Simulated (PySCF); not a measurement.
# SH2: structure of the singlet

The task is one start of a wider search on SH2: the singlet, from a linear start. It is relaxed, tested by its Hessian and followed downhill if it is a saddle.

Method: PBE0, basis S def2-TZVP, H def2-TZVP, no relativity, density fitting; program: PySCF 2.14.0.

## (1) The starting structure

3 atoms, charge 0, spin multiplicity 1.

Bond lengths: S1–H2 1.350 Å, S1–H3 1.350 Å. Angles: H2–S1–H3 180.0°.

```xyz
3
charge 0 multiplicity 1
S     0.0000    0.0000    0.0000
H     0.0000    0.0000    1.3500
H     0.0000    0.0000   -1.3500
```

## (2) First SCF at the start

One driver script runs all steps and calls PySCF; scf.py shows how it sets up the SCF of each step. The optimiser is the driver's own. After this first run the driver tries any further starts and a stability analysis.

The input, scf.py:

```python
from pyscf import gto, scf, dft
mol = gto.M(atom='''
S      0.000000     0.000000     0.000000
H      0.000000     0.000000     1.350000
H      0.000000     0.000000    -1.350000''',
    basis={'S': 'def2-TZVP', 'H': 'def2-TZVP'},
    charge=0, spin=0)
mf = dft.RKS(mol, xc='PBE0')
mf.grids.atom_grid = (50, 194)
aux = {'S': 'def2-universal-JKFIT', 'H': 'def2-universal-JKFIT'}
mf = mf.density_fit(auxbasis=aux)
mf.conv_tol = 1e-08
mf.diis_space = 10
mf.max_cycle = 60
mf.init_guess = 'minao'
mf.verbose = 4
mf.kernel()
```

The run is started by

```bash
OMP_NUM_THREADS=2 python axn.py task.json out
```

The program printed:

```text
init E= -399.155127618071
  HOMO = -0.299052814218391  LUMO = -0.131586945906189  gap/eV = 4.55698
cycle= 1 E= -399.128706578317  delta_E= 0.0264  |g|= 0.245  |ddm|= 1.08
  HOMO = -0.22529475443334  LUMO = -0.0979778658625285  gap/eV = 3.46447
cycle= 2 E= -399.137262189998  delta_E= -0.00856  |g|= 0.216  |ddm|= 0.482
  HOMO = -0.271507000382496  LUMO = -0.114359798487286  gap/eV = 4.27619
cycle= 3 E= -399.149110767245  delta_E= -0.0118  |g|= 0.0206  |ddm|= 0.213
  HOMO = -0.270628719301486  LUMO = -0.110644431753528  gap/eV = 4.35339
cycle= 4 E= -399.149146348171  delta_E= -3.56e-05  |g|= 0.000762  |ddm|= 0.00758
  HOMO = -0.270370945373755  LUMO = -0.11026562691638  gap/eV = 4.35669
cycle= 5 E= -399.149146507348  delta_E= -1.59e-07  |g|= 0.000127  |ddm|= 0.000939
  HOMO = -0.270407846764712  LUMO = -0.110302226024352  gap/eV = 4.35670
cycle= 6 E= -399.149146512305  delta_E= -4.96e-09  |g|= 8.46e-06  |ddm|= 0.000158
  HOMO = -0.270403410935708  LUMO = -0.110297768213794  gap/eV = 4.35670
Extra cycle  E= -399.149146512317  delta_E= -1.11e-11  |g|= 6.09e-06  |ddm|= 1.37e-05
converged SCF energy = -399.149146512317
```

This step, with its further starts and checks, took 2.6 s on 2 threads of Arm Neoverse N1, shared host.

Energies from each starting density:

```
                      start  energy (Eh)
    the minimal-basis guess  -399.149147
a thermally smeared density  -399.149147
      a smeared PBE density  -399.149147
```

The test of internal stability and the other starts found no lower closed-shell solution.

## (3) Relaxing the singlet from the linear start

The program finds D∞h symmetry in the start, which this walk keeps.

scf.py: that of step 2 with these lines changed.

```diff
@@ -15 +14,0 @@
-mf.init_guess = 'minao'
```

The optimiser's trace:

```
step  energy (Eh)  change (kJ/mol)  largest symmetric gradient (Eh/bohr)
   0  -399.149147             0.00                               0.01731
   1  -399.150247            -2.89                               0.00158
   2  -399.150255            -2.91                               0.00015
   3  -399.150255            -2.91                               0.00000
```

The walk took 1.4 s.

Geometry (Å) and forces (eV/Å) at some steps:

```
step 0
S    0.000   0.000   0.000   0.000   0.000   0.000
H    0.000   0.000   1.350   0.000   0.000  -0.890
H    0.000   0.000  -1.350   0.000   0.000   0.890
step 1
S    0.000   0.000   0.000   0.000   0.000   0.000
H    0.000   0.000   1.320   0.000   0.000  -0.081
H    0.000   0.000  -1.320   0.000   0.000   0.081
step 2
S    0.000   0.000   0.000   0.000   0.000   0.000
H    0.000   0.000   1.317   0.000   0.000   0.007
H    0.000   0.000  -1.317   0.000   0.000  -0.007
step 3
S    0.000   0.000   0.000   0.000   0.000   0.000
H    0.000   0.000   1.317   0.000   0.000   0.000
H    0.000   0.000  -1.317   0.000   0.000   0.000
```

End point (D∞h, 3 steps, 2.9 kJ/mol gained): S–H 1.317 Å (×2); H–S–H 180.0°.

## (4) Vibrations and properties at this point

On the finer grid the gradient is checked again; gradients at displacements of ±0.02 bohr then give force constants and infrared intensities.

scf.py: that of step 3 with these lines changed.

```diff
@@ -3,3 +3,3 @@
-S      0.000000     0.000000     0.000000
-H      0.000000     0.000000     1.350000
-H      0.000000     0.000000    -1.350000''',
+S     -0.000000     0.000000     0.000000
+H     -0.000000     0.000000     1.317097
+H      0.000000    -0.000000    -1.317097''',
@@ -9 +9 @@
-mf.grids.atom_grid = (50, 194)
+mf.grids.atom_grid = (75, 302)
@@ -12 +12 @@
-mf.conv_tol = 1e-08
+mf.conv_tol = 1e-10
```

The driver hands on the density of the step before, so the log starts near convergence.

SCF at the final geometry:

```text
init E= -399.150261750192
  HOMO = -0.272687384244964  LUMO = -0.100723123396712  gap/eV = 4.67939
cycle= 1 E= -399.150261750192  delta_E= 5.12e-13  |g|= 6.73e-09  |ddm|= 1.3e-08
  HOMO = -0.272687381708036  LUMO = -0.100723121876474  gap/eV = 4.67939
Extra cycle  E= -399.150261750191  delta_E= 2.27e-13  |g|= 5.84e-09  |ddm|= 1.08e-08
converged SCF energy = -399.150261750191
```

The whole step took 4.5 s.

Geometry: D∞h; S–H 1.317 Å (×2); H–S–H 180.0°.

Harmonic modes (main isotopes):

```tsv
symmetry	ω (cm⁻¹)	IR (km/mol)	μ (u)	type
πu	1815i	863	1.07	bend
σg+	2823	0.0	1.01	stretch
σu+	2979	554	1.07	stretch
```

2 modes are imaginary, the largest at 1815i cm⁻¹: a saddle point, not a minimum.

Properties at this point:

```
Dipole moment                                                   : 0.00 D
Highest occupied level                                          : -7.42 eV
Lowest empty level                                              : -2.74 eV
Rotational constants                                            : 4.821 cm⁻¹
Zero-point energy (real modes)                                  : 34.7 kJ/mol
Principal polarisabilities                                      : 16.4, 16.4, 21.1 bohr³
Atomisation energy without zero-point energy                    : 458 kJ/mol
Principal traceless quadrupole moments about the centre of mass : -4.28, -4.28, 8.55 D Å
```

Populations by atom (charges in e):

| atom | Mulliken | Löwdin | polar tensor | Mayer order to S1 |
| --- | --- | --- | --- | --- |
| S1 | -0.63 | -0.21 | -0.96 | – |
| H2,3 | 0.32 | 0.11 | 0.48 | 0.85 |

Mulliken populations on S1: s 5.58, p 11.02, d 0.02, f 0.01.

## (5) Downhill along the imaginary mode

The atoms are moved a little along the softest imaginary mode and relaxed again.

The program finds C2v symmetry in the start, which this walk keeps. Threshold on the gradient: 0.0003 Eh/bohr, with a further test on the energy change.

scf.py: that of step 4 with these lines changed.

```diff
@@ -3,3 +3,3 @@
-S     -0.000000     0.000000     0.000000
-H     -0.000000     0.000000     1.317097
-H      0.000000    -0.000000    -1.317097''',
+S      0.006313     0.004168     0.000000
+H     -0.100143    -0.066116     1.317097
+H     -0.100143    -0.066116    -1.317097''',
@@ -9 +9 @@
-mf.grids.atom_grid = (75, 302)
+mf.grids.atom_grid = (50, 194)
@@ -12 +12 @@
-mf.conv_tol = 1e-10
+mf.conv_tol = 1e-08
```

The optimiser's trace:

```
step  energy (Eh)  change (kJ/mol)  largest symmetric gradient (Eh/bohr)
   0  -399.156829             0.00                               0.04352
   1  -399.195995          -102.83                               0.07073
   2  -399.235930          -207.68                               0.04773
   3  -399.249842          -244.20                               0.03839
   4  -399.260948          -273.36                               0.00342
   5  -399.261208          -274.05                               0.00064
   6  -399.261209          -274.05                               0.00018
```

The walk took 2.9 s.

Geometry (Å) and forces (eV/Å) at some steps:

```
step 0
S    0.006   0.004   0.000   2.238   1.478   0.000
H   -0.100  -0.066   1.317  -1.119  -0.739  -0.165
H   -0.100  -0.066  -1.317  -1.119  -0.739   0.165
step 1
S    0.151   0.100   0.000   3.637   2.401   0.000
H   -0.172  -0.114   1.289  -1.819  -1.200  -0.844
H   -0.172  -0.114  -1.289  -1.819  -1.200   0.844
step 3
S    0.419   0.276   0.000  -1.015  -0.671   0.000
H   -0.306  -0.202   1.137   0.507   0.336  -1.974
H   -0.306  -0.202  -1.137   0.507   0.336   1.974
step 6
S    0.452   0.298   0.000   0.009   0.006   0.000
H   -0.323  -0.213   0.967  -0.004  -0.003   0.005
H   -0.323  -0.213  -0.967  -0.004  -0.003  -0.005
```

After 6 steps and 274.0 kJ/mol it ends at C2v: S–H 1.341 Å (×2); H–S–H 92.3°.

## (6) Is it a minimum? Harmonic modes

As before: finer grid, then central differences.

scf.py: that of step 5 with these lines changed.

```diff
@@ -3,3 +3,3 @@
-S      0.006313     0.004168     0.000000
-H     -0.100143    -0.066116     1.317097
-H     -0.100143    -0.066116    -1.317097''',
+S      0.046105     0.030439     0.000000
+H     -0.729222    -0.481441     0.967440
+H     -0.729222    -0.481441    -0.967440''',
@@ -9 +9 @@
-mf.grids.atom_grid = (50, 194)
+mf.grids.atom_grid = (75, 302)
@@ -12 +12 @@
-mf.conv_tol = 1e-08
+mf.conv_tol = 1e-10
```

SCF at the final geometry:

```text
init E= -399.261212405318
  HOMO = -0.275024390318354  LUMO = 0.0216470936051317  gap/eV = 8.07284
cycle= 1 E= -399.261212405318  delta_E= -3.41e-13  |g|= 2.25e-07  |ddm|= 3.49e-07
  HOMO = -0.275024411800416  LUMO = 0.0216470845713266  gap/eV = 8.07284
Extra cycle  E= -399.261212405318  delta_E= -1.14e-13  |g|= 1.76e-07  |ddm|= 2.69e-07
converged SCF energy = -399.261212405318
```

The whole step took 6.4 s on 2 threads of Arm Neoverse N1, shared host.

Geometry: C2v; S–H 1.341 Å (×2); H–S–H 92.3°.

Modes, for the most abundant isotopes:

```json
{"symmetry": "a1", "ω (cm⁻¹)": "1209", "IR (km/mol)": "0.1"}
{"symmetry": "a1", "ω (cm⁻¹)": "2725", "IR (km/mol)": "0.0"}
{"symmetry": "b2", "ω (cm⁻¹)": "2741", "IR (km/mol)": "0.0"}
```

Every mode is real; the point is a minimum.

Constants and moments:

```yaml
Dipole_moment: 1.16 D
Highest_occupied_level: -7.48 eV
Lowest_empty_level: 0.59 eV
Rotational_constants: 10.3, 8.936, 4.785 cm⁻¹
Zero-point_energy: 39.9 kJ/mol
Principal_polarisabilities: 14.8, 19.4, 20.2 bohr³
Atomisation_energy_without_zero-point_energy: 749 kJ/mol
Principal_traceless_quadrupole_moments_about_the_centre_of_mass: -3.86, 1.08, 2.78 D Å
Entropy_at_298.15_K_and_1_bar: 205.7 J/(mol K)
Heat_capacity_Cp_at_298.15_K: 34.1 J/(mol K)
Enthalpy_at_298.15_K_above_0_K: 9.96 kJ/mol
Rotational_symmetry_number: 2
```

Populations by atom (charges in e):

| atom | Mulliken | Löwdin | polar tensor | Mayer order to S1 |
| --- | --- | --- | --- | --- |
| S1 | -0.35 | -0.07 | -0.12 | – |
| H2,3 | 0.17 | 0.03 | 0.06 | 0.96 |

Outer orbital energies (eV). occupied: -217.88, -161.73, -161.65, -161.49, -20.75, -12.46, -10.35, -7.48; empty: 0.59, 0.82, 5.19, 6.10.

Mulliken populations on S1: s 5.85, p 10.40, d 0.09, f 0.01.

## (7) Stability of the closed shell

At the lowest minimum the closed shell is tested against spin polarisation, on the (50, 194) grid. It is stable.

## (8) All stationary points

| spin | group | bonds | imaginary modes (cm⁻¹) | ΔE (kJ/mol) | with zero-point energy |
| --- | --- | --- | --- | --- | --- |
| singlet | C2v | S–H 1.341 Å (×2) | none | 0.0 | 0.0 |
| singlet | D∞h | S–H 1.317 Å (×2) | 1815i, 1815i | 291.3 | – |

## (9) Outcome

```
                                 quantity                            value
                                  minimum                     singlet, C2v
                                 geometry    S–H 1.341 Å (×2); H–S–H 92.3°
                       wavenumbers (cm⁻¹)  1209 (a1), 2725 (a1), 2741 (b2)
                            dipole moment                           1.16 D
     highest occupied, lowest empty level                   -7.48, 0.59 eV
                polar-tensor charge of S1                          -0.12 e
                        zero-point energy                      39.9 kJ/mol
                      entropy at 298.15 K                  205.7 J/(mol K)
atomisation energy (no zero-point energy)                       749 kJ/mol
```

From D∞h at the start the molecule goes to a C2v minimum, after a stop at a second-order saddle point 291.3 kJ/mol higher, from which it was pushed off along an imaginary mode. Other starts or spin states, not run here, may lie lower.

The search up to here took 18 s.
